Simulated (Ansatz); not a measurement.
# C₅H₈O: one species, many methods

An exercise on one series of results from a longer session: the logs are not shown, and one member is left open.

The runs use Ansatz 0.2.0, Gaussian basis; functionals in def2-TZVPP, the program's frozen cores in correlated methods.

Levels to be run: PBE-D4, r2SCAN-D4, PBE0-D4, B3LYP-D4, ωB97X-V, ωB97M-V, B2PLYP; CCSD(T)/def2-TZVPP; MP2/def2-QZVPP; extrapolation to the limit.

## The geometry

The geometry comes from an earlier relaxation with PBE0-D4 in a triple-zeta def2 set; it is a stationary point, not always the lowest conformer.

SMILES `C=C1OC1(C)C`, 14 atoms, charge 0, spin multiplicity 1.

Atoms are counted from 1 here; the program's logs count them from 0.

Bond lengths: C1–C2 1.316 Å, C1–H7 1.082 Å, C1–H8 1.081 Å, C2–O3 1.345 Å, C2–C4 1.433 Å, O3–C4 1.484 Å, C4–C5 1.499 Å, C4–C6 1.499 Å, C5–H9 1.093 Å, C5–H10 1.090 Å, C5–H11 1.093 Å, C6–H12 1.093 Å, C6–H13 1.090 Å, C6–H14 1.093 Å. Angles: C2–C1–H7 121.0°, C2–C1–H8 119.8°, H7–C1–H8 119.2°, C1–C2–O3 139.2°, C1–C2–C4 156.3°, O3–C2–C4 64.5°, C2–O3–C4 60.6°, C2–C4–O3 54.9°, C2–C4–C5 120.2°, C2–C4–C6 120.2°, O3–C4–C5 114.0°, O3–C4–C6 114.0°, C5–C4–C6 116.9°, C4–C5–H9 110.0°, C4–C5–H10 110.8°, C4–C5–H11 110.4°, H9–C5–H10 108.6°, H9–C5–H11 107.9° and more.

As a file:

```mol
C5H8O
  3D, bonds by distance, orders not assigned

 14 14  0  0  0  0  0  0  0  0999 V2000
   -0.8305   -2.1608    0.5447 C   0  0
   -0.1787   -1.1557    0.0003 C   0  0
    0.7327   -0.9356   -0.9638 O   0  0
    0.2038    0.2129   -0.1861 C   0  0
   -0.6665    1.1379   -0.9814 C   0  0
    1.2104    0.8461    0.7256 C   0  0
   -0.6764   -3.1756    0.2014 H   0  0
   -1.5310   -1.9757    1.3465 H   0  0
   -1.2861    1.7372   -0.3095 H   0  0
   -1.3205    0.5771   -1.6483 H   0  0
   -0.0534    1.8219   -1.5741 H   0  0
    0.7008    1.4292    1.4968 H   0  0
    1.8234    0.0882    1.2123 H   0  0
    1.8590    1.5239    0.1643 H   0  0
  1  2  8  0
  2  3  8  0
  3  4  8  0
  4  5  8  0
  4  6  8  0
  1  7  8  0
  1  8  8  0
  5  9  8  0
  5 10  8  0
  5 11  8  0
  6 12  8  0
  6 13  8  0
  6 14  8  0
  2  4  8  0
M  END
```

Set-up of the first run:

File in.yaml:

```yaml
crystal:
  periodic: [false, false, false]
  atoms:
    - {symbol: C, position_ang: [-0.830481, -2.160809, 0.544744]}
    - {symbol: C, position_ang: [-0.178719, -1.155728, 0.000330]}
    - {symbol: O, position_ang: [0.732728, -0.935593, -0.963849]}
    - {symbol: C, position_ang: [0.203772, 0.212902, -0.186139]}
    - {symbol: C, position_ang: [-0.666548, 1.137902, -0.981396]}
    - {symbol: C, position_ang: [1.210447, 0.846082, 0.725636]}
    - {symbol: H, position_ang: [-0.676411, -3.175596, 0.201448]}
    - {symbol: H, position_ang: [-1.530974, -1.975750, 1.346483]}
    - {symbol: H, position_ang: [-1.286060, 1.737214, -0.309492]}
    - {symbol: H, position_ang: [-1.320546, 0.577070, -1.648346]}
    - {symbol: H, position_ang: [-0.053351, 1.821938, -1.574107]}
    - {symbol: H, position_ang: [0.700807, 1.429207, 1.496766]}
    - {symbol: H, position_ang: [1.823415, 0.088152, 1.212332]}
    - {symbol: H, position_ang: [1.859019, 1.523912, 0.164291]}
basis:
  gaussian: {orbitals: def2-TZVPP}
hamiltonian: {xc: pbe, dispersion: d4}
output: {forces: true, orbitals: {seedname: orbitals}}
```

The run is started by

```sh
$ ansatz run in.yaml --threads 4 --pin off --events-out ev --progress --plain --max-ram 10444MiB
```

Steps of the session up to this table: PBE-D4 (GGA); r2SCAN-D4 (meta-GGA); PBE0-D4 (hybrid); B3LYP-D4 (hybrid); ωB97X-V (range-separated); ωB97M-V (range-separated); B2PLYP (double hybrid); CCSD(T) in def2-TZVPP; MP2 in def2-QZVPP.

One table of the session follows, with a row left open; its other results are not shown here.

| method | atomisation energy (kcal/mol) |
| --- | --- |
| PBE-D4 | 1440.4 |
| r2SCAN-D4 | ? |
| PBE0-D4 | 1411.4 |
| B3LYP-D4 | 1397.0 |
| ωB97X-V | 1398.3 |
| ωB97M-V | 1400.5 |
| B2PLYP | 1383.7 |
| HF/def2-TZVPP | 1016.0 |
| MP2/def2-TZVPP | 1388.4 |
| CCSD/def2-TZVPP | 1338.3 |
| CCSD(T)/def2-TZVPP | 1361.1 |
| MP2/CBS | 1420.7 |
| CCSD(T)/CBS | 1393.4 |

Q: Estimate the row for r2SCAN-D4 from the others.

As computed: atomisation energy (kcal/mol): 1404.4. In the column «atomisation energy (kcal/mol)» it lies between ωB97M-V (1400.5) and PBE0-D4 (1411.4).
